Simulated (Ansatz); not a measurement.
A made-up structure of C$_{2}$HO (charge -1), singlet:

```xyz
4
angstrom
C -0.6273 0.3686 -0.1327
C 0.3152 -0.3634 0.2602
O 1.1297 -1.1268 0.7418
H 1.2987 -1.5711 1.5873
```

It is relaxed with PBE-D4/def2-SVPD and then PBE0-D4/def2-TZVPD (Ansatz 0.2.0). Atoms count as bonded within 1.22 times the sum of their covalent radii (H–H: 0.88 Å). The end point is not checked to be a true minimum.

Q: Does its bonding change? (Judge from chemistry; the calculation decides.)

A: The calculation gives: No: no bond forms or breaks.

Where it ends: The first stage lowers the energy by 0.97 eV in 7 steps. It ends as C₂HO ([C][C][OH]), total charge -1:
| atom | x (Å) | y (Å) | z (Å) |
| --- | --- | --- | --- |
| C1 | -0.6248 | 0.3618 | -0.0787 |
| C2 | 0.2890 | -0.3877 | 0.2927 |
| O3 | 1.3080 | -1.2068 | 0.6653 |
| H4 | 1.1440 | -1.4601 | 1.5775 |

Labels in which every atom is bracketed show which atoms are joined, not bond orders.

For scale, one of the runs: PBE0-D4/def2-TZVPD relaxation, 123 basis functions, launched by `ansatz run in.yaml --threads 2 --pin off --events-out ev --progress --plain --max-ram 4352MiB`. The run took about 8 s on 2 CPU threads of an Arm Neoverse V2 (shared host).
